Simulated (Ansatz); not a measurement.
C3H6O can be A, `C=CCO`, or B, `CC1CO1`.

Gas-phase electronic energies from Ansatz, PBE0-D4/def2-TZVP geometries. CBS: MP2 limit from def2 TZ/QZ plus the TZ coupled-cluster correction, frozen cores. DFT in def2-TZVPP. One conformer a species, not always the lowest.

(1) Which is lower in electronic energy at CCSD(T)/CBS, and by how much? (An estimate is asked.)

(2) Give E(B) − E(A) in kcal/mol with LDA (SPW92), CCSD(T)/def2-SVP, ωB97M-V, CCSD(T)/def2-TZVPP, r2SCAN-D4, PBE0-D4, MP2/def2-TZVPP. (An estimate is asked.)

(3) Does the order hold for the free energy at 298.15 K (harmonic terms from PBE0-D4)? (Estimate.)

Largest T1 diagnostic: 0.011.

Answers

(1) Computed: A, by 8.3 kcal/mol.

(2) Computed: LDA (SPW92) 2.8, CCSD(T)/def2-SVP 6.0, ωB97M-V 6.4, CCSD(T)/def2-TZVPP 7.6, r2SCAN-D4 4.8, PBE0-D4 4.2, MP2/def2-TZVPP 5.8. None reverses the order clearly.

(3) Computed: Yes: G(B) − G(A) = +9.0 kcal/mol, for one conformer each.

At CCSD(T), def2-SVP lies −2.3 kcal/mol from the extrapolated value and def2-TZVPP −0.7 kcal/mol. Leaving LDA and LC-ωPBE aside and taking each functional with its dispersion term where it has one, the values, not all of them listed here, spread over 5.3 kcal/mol, from ωB97X-V to BLYP-D4. LDA lies −1.5 kcal/mol from PBE without D4.
